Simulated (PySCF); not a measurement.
Species: C4H6FP.
Atom-mapped SMILES: `[F:1][C:2]1=[CH:3][CH2:4][PH:5][CH2:6]1` (hydrogens: H7 on C3; H8, H9 on C4; H10 on P5; H11, H12 on C6)

Cartesian coordinates in Å at the GFN2-xTB level; atoms count from 1:
```xyz
12
C4H6FP angstrom
F      1.728   -1.674    0.578
C      0.771   -0.797    0.219
C     -0.507   -0.937    0.523
C     -1.399    0.133   -0.020
P     -0.273    1.535   -0.550
C      1.195    0.379   -0.602
H     -0.908   -1.765    1.082
H     -2.129    0.488    0.710
H     -1.959   -0.237   -0.887
H     -0.015    1.946    0.768
H      2.095    0.857   -0.212
H      1.403    0.072   -1.633
```

Level of theory: TDDFT PBE0/def2-SVPD, vertical, gas phase, core orbitals frozen in the response in PySCF 2.14.0, density-fitted response routines.

Transition dipole moments from the ground state, in atomic units and in the frame of the coordinates above (overall signs are arbitrary), for the states with f of 0.002 or more among the lowest 8:

```
state  E (eV)      μx      μy      μz
   S2   6.240  -0.104  -0.013  -0.177
   S3   6.401   0.194  -0.074  -0.232
   S4   6.613  -0.056  -0.170  -0.350
   S5   6.796   0.478  -0.017  -0.048
   S6   7.075  -0.738   0.064   0.099
   S7   7.331  -0.467  -0.493   0.253
   S8   7.482   0.069   0.365  -0.262
```

(1) Work out the oscillator strengths.

(2) Which bond between heavy atoms lies closest to the direction of the S6 transition dipole?

(3) What angle do the transition dipoles of S4 and S6 make?

Answers

(1) f = (2/3) ΔE |μ|² with ΔE in hartree (27.2114 eV).

| state | \|μ\|² (au) | \|μ\| (D) | f |
| --- | --- | --- | --- |
| S2 | 0.043 | 0.52 | 0.007 |
| S3 | 0.096 | 0.79 | 0.015 |
| S4 | 0.155 | 1.00 | 0.025 |
| S5 | 0.231 | 1.22 | 0.038 |
| S6 | 0.559 | 1.90 | 0.097 |
| S7 | 0.525 | 1.84 | 0.094 |
| S8 | 0.207 | 1.16 | 0.038 |

(2) C2–C3, at 12° from it; next P5–C6 at 34°.

(3) |cos θ| = |μa·μb| / (|μa| |μb|) = 0.01, so θ ≈ 89° (taken between 0 and 90°, since the signs are arbitrary).

Rough CPU time on one thread of a shared machine: about 50 s.

One conformer stands for the species.
